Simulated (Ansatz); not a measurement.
HfC (rock salt): values from a third-order Birch-Murnaghan fit to a volume scan beside measured ones. Computed values: PBEsol (plane waves to 420 eV, PAW, scalar-relativistic; Ansatz, a quantum-chemistry and plane-wave program). HfC is run without spin polarisation. HfC was relaxed with its symmetry unable to fall. Spin-orbit coupling is left out, though Hf is heavy.

```
quantity                reference                                    kind  PBEsol  difference
----------------------  ---------  --------------------------------------  ------  ----------
Lattice constant a (Å)      4.638  measured, room temperature or unstated   4.607      -0.7 %
```

References as given in: Guo-Xu Zhang, Anthony M Reilly, Alexandre Tkatchenko et al., New Journal of Physics (2018), doi:10.1088/1367-2630/aac7f0. Values not taken to low temperature hold thermal and zero-point shifts that a static calculation lacks, so small differences there are no errors of the method.

(A scan under strain: stresses follow from slopes of the energy per volume, elastic moduli from its curvatures.)
